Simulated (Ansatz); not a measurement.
# SiH₃S−: single points off equilibrium

One table from this session's results is given with a row withheld; the runs are named, their logs left out.

Computed with Ansatz 0.2.0, Gaussian basis. Level: single points in def2-TZVPPD.

Correlated methods freeze the cores.

### The starting structure

SMILES `[SiH3][S-]`, 5 atoms, charge -1, spin multiplicity 1.

Atoms are counted from 1 here; the program's logs count them from 0.

Bond lengths: Si1–S2 2.006 Å, Si1–H3 1.473 Å, Si1–H4 1.253 Å, Si1–H5 1.454 Å. Angles: S2–Si1–H3 112.8°, S2–Si1–H4 117.3°, S2–Si1–H5 114.8°, H3–Si1–H4 105.3°, H3–Si1–H5 98.0°, H4–Si1–H5 106.5°.

As a file:

```xyz
5

Si   -0.0426   -0.0105   -0.0339
S     1.9090   -0.3685    0.2625
H    -0.8946   -0.5719    1.0288
H    -0.5446   -0.4156   -1.1081
H    -0.4350    1.3823    0.1066
```

The first run:

The input, run/in.yaml:

```yaml
crystal:
  periodic: [false, false, false]
  atoms:
    - {symbol: Si, position_ang: [-0.042600, -0.010500, -0.033900]}
    - {symbol: S, position_ang: [1.909000, -0.368500, 0.262500]}
    - {symbol: H, position_ang: [-0.894600, -0.571900, 1.028800]}
    - {symbol: H, position_ang: [-0.544600, -0.415600, -1.108100]}
    - {symbol: H, position_ang: [-0.435000, 1.382300, 0.106600]}
basis:
  gaussian: {orbitals: "def2-TZVPPD.json"}
total_charge: -1
correlation: {method: ccsd_t}
output: {forces: true}
```

The basis file named in the input lies beside it (Basis Set Exchange, JSON).

The command line of these runs was not kept.

Among the steps run: CCSD(T)/def2-TZVPPD; PBE0-D4/def2-TZVPPD; wB97M-V/def2-TZVPPD; r2SCAN-D4/def2-TZVPPD; PBE-D4/def2-TZVPPD; HSE06-D4/def2-TZVPPD; SPW92/def2-TZVPPD.

One of the session's tables, all rows but one given; the rest of the session is left out.

```
   method  RMS force component (eV/Å)  angle to CCSD(T) forces (°)
  CCSD(T)                       2.625                    reference
  PBE0-D4                       2.645                          2.2
  wB97M-V                           ?                            ?
r2SCAN-D4                       2.631                          2.0
   PBE-D4                       2.652                          2.4
 HSE06-D4                       2.646                          2.1
    SPW92                       2.649                          3.9
```

**Question.** Estimate the row for wB97M-V.

The run gave: RMS force component (eV/Å): 2.585; angle to CCSD(T) forces (°): 1.3. In the column «RMS force component (eV/Å)» it is the lowest.
